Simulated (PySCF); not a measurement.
## Relaxation of quartet [P4]+

Computed with UPBE0/[P def2-TZVP], no relativity, density fitting, PySCF. A (50,194) grid was used.

A start at or just off a symmetric point, pushed along the force that breaks its symmetry, of D2h symmetry, free to break it:

Coordinates in bohr (charge 1 multiplicity 4):
```
P     2.1147    2.1147    0.0000
P    -1.9257    1.9257    0.0000
P    -2.1147   -2.1147    0.0000
P     1.9257   -1.9257    0.0000
```

(1) What does it relax to?

(2) How much energy is released, and in how many steps?

## Answers

(1) It ends at D2h with P–P 2.132 Å (×4), P–P 2.602 Å; P–P–P 52.4° (×4), P–P–P 75.2° (×2), P–P–P 104.8° (×2). A frequency run shows a minimum.

(2) 23.9 kJ/mol in 4 steps.

At this level a doublet minimum of D2d symmetry lies 190 kJ/mol below this structure.
